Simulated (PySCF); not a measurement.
## How well do the runs reproduce experiment for cyano radical?

**Measured values to compare with.**

Liu, Meijer, Perez-Rios, Phys. Chem. Chem. Phys. 22 (2020) 24191 lists, for the gas: dipole moment 1.45 D.

The runs below try to reproduce these values; the comparison stands at the end.

Cyano radical, CN (doublet state).
Atom-mapped SMILES: `[C:1]#[N:2]`

Structure used (PBE0-D3(BJ)/def2-SVP), in Å, numbered top down from 1:
```
atom  x, y, z in Å
C1     0.5862   -0.0066   -0.0047
N2    -0.5807    0.0091   -0.0236
```

The PySCF runs (gas phase, on this PBE0-D3(BJ)/def2-SVP geometry; no spin–orbit coupling):

| level | job | basis functions | wall time |
| --- | --- | --- | --- |
| PBE0-D3(BJ)/def2-SVP, grid level 1 | geometry optimisation from a GFN2-xTB start | 28 | 1.4 s |

Hardware: one thread of an Arm Neoverse V1, no GPU, on a shared host.

Results beside the measurements:

**Dipole moment.** Measured: 1.45 D (Liu, Meijer, Perez-Rios, Phys. Chem. Chem. Phys. 22 (2020) 24191).

| level | computed (D) | computed − measured (D) | % (from the printed values) |
| --- | --- | --- | --- |
| PBE0-D3(BJ)/def2-SVP | 1.45 | 0.00 | 0 |

The computed dipoles belong to one fixed geometry; measured ones are averaged over vibrations unless marked μe. Magnitudes are compared, not signs.

The geometry is computed, not the measured one. Where a level misses, the cause wasn't examined.
